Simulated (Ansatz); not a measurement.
**SiH3 (doublet): the correlation ladder at distance Si1–H4 = 1.352 Å, cc-pVDZ**

Aim: climb from Hartree-Fock through coupled cluster and multireference methods for SiH3 (doublet) at one geometry and basis, and see what each rung misses.

The runs use Ansatz 0.2.0, Gaussian basis; cc-pVDZ, core rule «outside noble gas», up to 5 orbitals frozen.

The runs, in order: UHF; CCSD(T) on ROHF; CCSD(T) on UHF; BCCD(T) on ROHF; CISD; CCSDT(Q) on ROHF; CCSDT(Q) on UHF; CCSDTQ on ROHF; CCSDTQ on UHF; CASSCF and MRCISD+Q, 3 electrons in 3 orbitals; CASSCF and NEVPT2, 3 electrons in 3 orbitals; CASSCF and MRCISD+Q, 7 electrons in 7 orbitals; CASSCF and NEVPT2, 7 electrons in 7 orbitals; Full CI.

## (1) What is computed

The geometry derives from a PBE0/def2-TZVP stationary point (not a proven minimum). One bond is set to the value named and the two fragments are kept rigid.

4 atoms, charge 0, spin multiplicity 2.

Atoms are counted from 1 here; the program's logs count them from 0.

Bond lengths: Si1–H2 1.486 Å, Si1–H3 1.486 Å, Si1–H4 1.352 Å. Angles: H2–Si1–H3 111.3°, H2–Si1–H4 111.3°, H3–Si1–H4 111.3°.

## (2) UHF

in.yaml reads:

```yaml
crystal:
  periodic: [false, false, false]
  atoms:
    - {symbol: Si, position_ang: [-0.001947, -0.003664, -0.042421]}
    - {symbol: H, position_ang: [1.413312, 0.010989, 0.410433]}
    - {symbol: H, position_ang: [-0.723093, 1.216416, 0.404345]}
    - {symbol: H, position_ang: [-0.635977, -1.125300, 0.367264]}
basis:
  gaussian: {orbitals: cc-pVDZ}
magnetization: {spin_polarized: true, initial_magnetization: 1}
hamiltonian: {xc: hf}
output: {orbitals: {seedname: orbitals}}
```

On the command line:

```console
> ansatz run in.yaml --threads 1 --pin off --events-out ev --progress --plain --max-ram 4096MiB --backend cpu
```

Further steps of the session: CCSD(T) on ROHF; CCSD(T) on UHF; BCCD(T) on ROHF; CISD; CCSDT(Q) on ROHF; CCSDT(Q) on UHF; CCSDTQ on ROHF; CCSDTQ on UHF; CASSCF and MRCISD+Q, 3 electrons in 3 orbitals; CASSCF and NEVPT2, 3 electrons in 3 orbitals; CASSCF and MRCISD+Q, 7 electrons in 7 orbitals; CASSCF and NEVPT2, 7 electrons in 7 orbitals; Full CI.

Before running them: what should the planned runs give, taken together? Wanted: FCI below the RHF energy; RMP2 from FCI; UMP2 from FCI; RCCSD from FCI; RCCSD(T) from FCI; UCCSD(T) from FCI; RCCSDT(Q) from FCI; UCCSDT(Q) from FCI; NEVPT2 pair from FCI.

As calculated:

| quantity | value |
| --- | --- |
| FCI below the RHF energy | -3.4009 eV |
| RMP2 from FCI | +18.41 kcal/mol |
| UMP2 from FCI | +18.27 kcal/mol |
| RCCSD from FCI | +1.72 kcal/mol |
| RCCSD(T) from FCI | +0.40 kcal/mol |
| UCCSD(T) from FCI | +0.39 kcal/mol |
| RCCSDT(Q) from FCI | +0.01 kcal/mol |
| UCCSDT(Q) from FCI | 0.00 kcal/mol |
| NEVPT2 pair from FCI | +18.58 kcal/mol |
| MRCISD+Q pair from FCI | -0.31 kcal/mol |
| NEVPT2 valence from FCI | +16.96 kcal/mol |
| levels within 1 kcal/mol (43 meV) | RCCSD(T), UCCSD(T), BCCD(T), RCCSDT, UCCSDT, RCCSDT(Q), UCCSDT(Q), RCCSDTQ, UCCSDTQ, MRCISD+Q pair, MRCISD+Q valence |
| T1 diagnostic | 0.017 |
| effectively unpaired electrons | 1.03 |

RCCSD(T) lands +0.40 kcal/mol from the yardstick (0.5 % of the correlation energy). MRCISD+Q pair falls below full CI: the +Q correction isn't variational, and the cores differ from full CI's. One determinant dominates. Of the multireference levels listed MRCISD+Q valence comes nearest in total energy (+0.16 kcal/mol), which doesn't show that its space is the better one. These misses are within one basis, not against nature; the frozen cores of restricted and unrestricted runs differ, which can shift their rows.
